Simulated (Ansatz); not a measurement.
## Ansatz (development build ahead of 0.2.0) run

```yaml
crystal:
  periodic: [false, false, false]
  atoms:
    - { symbol: C, position_ang: [0.0, 0.0, 0.15338] }
    - { symbol: H, position_ang: [0.0, 0.82336, -0.51255] }
    - { symbol: H, position_ang: [0.0, -0.82336, -0.51255] }
basis:
  gaussian: { orbitals: cc-pVTZ }
hamiltonian:
  xc: hf
correlation:
  method: mp2
  frozen_orbitals: { C: 1, H: 0 }
output:
  forces: true
```

The input is written out in the form of the current development build from the run's settings.

The run gave:

```
Converged                                                          : yes
Reference energy                                                   : -38.89061 hartree
Correlation energy                                                 : -0.13782 hartree
Total energy                                                       : -39.02843 hartree
Spin squared of the determinant                                    : 0.000
Stability test                                                     : minimum among restricted orbitals
Occupied orbitals by symmetry in an Abelian subgroup (alpha; beta) : 3 A1 1 B2; 3 A1 1 B2
```

Forces (eV/Å):
```
atom     Fx      Fy      Fz
  C1  0.000   0.000   1.866
  H2  0.000   1.324  -0.933
  H3  0.000  -1.324  -0.933
```

Caution: another spin multiplicity may lie lower.
